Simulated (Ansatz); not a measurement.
A ladder of methods for BSiH5 (BH2(SiH3))

The species is BSiH5 (7 atoms), meant as a singlet with charge 0. SMILES: `[H]B([H])[SiH3]`. The shape is that of a GFN2-xTB optimisation.

```xyz
7

B     0.5955    1.0386    0.0060
H     1.7651    1.0769    0.0274
H     0.0392    2.0670   -0.0480
Si   -0.3777   -0.6580    0.0184
H    -1.7138   -0.6057    0.6330
H     0.3005   -1.7642    0.7131
H    -0.6090   -1.1546   -1.3498
```

Quantity: the energy change with the Si4–H7 bond stretched from 1.474 to 3.685 Å, in eV. The values are calculated.

```tsv
level	kind	program	value (eV)	less FCI/STO-3G
r2SCAN/STO-3G (restricted)	meta-GGA	Ansatz	6.87	+2.21
r2SCAN0/STO-3G (restricted)	hybrid meta-GGA	Ansatz	7.67	+3.01
wB97M-V/STO-3G (restricted)	range-separated hybrid	Ansatz	8.15	+3.49
B2PLYP/STO-3G (restricted)	double hybrid	Ansatz	6.44	+1.78
RPA@PBE/STO-3G (restricted)	RPA	Ansatz	5.61	+0.95
MP2/STO-3G (restricted)	perturbation theory	Ansatz	6.10	+1.44
BCCD(T)/STO-3G (restricted)	coupled cluster or CI	Ansatz	4.59	-0.07
CCSDTQ/STO-3G (restricted)	coupled cluster or CI	Ansatz	4.66	0.00
FCI/STO-3G	exact in the basis	Ansatz	4.66	0.00
```

FCI/STO-3G is exact within its basis and frozen core, so for wave-function methods in that basis the difference is their error; functionals converge differently with the basis, so for them it is only a difference. The first shape isn't each level's own minimum. The values span 4.59 to 8.15 eV. All rows use very small basis sets, so none should be taken for the real molecule's value.
